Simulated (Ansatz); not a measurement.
## Telling isomers of BH3SSi apart by their spectra

These gas-phase data were calculated for one isomer of BH3SSi at PBE0-D4/def2-TZVP (harmonic, unscaled wavenumbers; equilibrium rotational constants with average atomic masses):

* rotational constants: 84.97, 2.375, 2.375 GHz
* all wavenumbers above 1500 cm⁻¹: 2244, 2244, 2234

Candidates:

(1) `[SiH3]B=S`, a singlet
(2) `B1[SiH2]S1`, a singlet
(3) `[BH3-][Si+]=S`, a singlet

**Question.** Which candidate do the data belong to?

**Answer.** Candidate (1). No mode falls between 2350 and 2900 cm⁻¹, where the B–H stretch of (2), (3) would stand.

The same quantities for all candidates:

|  | rotational constants (GHz) | wavenumbers above 1500 cm⁻¹ | E above the lowest, PBE0-D4/def2-TZVP (kcal/mol) |
| --- | --- | --- | --- |
| (1) | 84.97, 2.375, 2.375 | 2244, 2244, 2234 | 0.0 |
| (2) | 16.77, 6.298, 4.844 | 2727, 2253, 2239 | 0.9 |
| (3) | 119.1, 3.157, 3.157 | 2563, 2562, 2462 | 11.9 |

Programs: Ansatz 0.2.0.
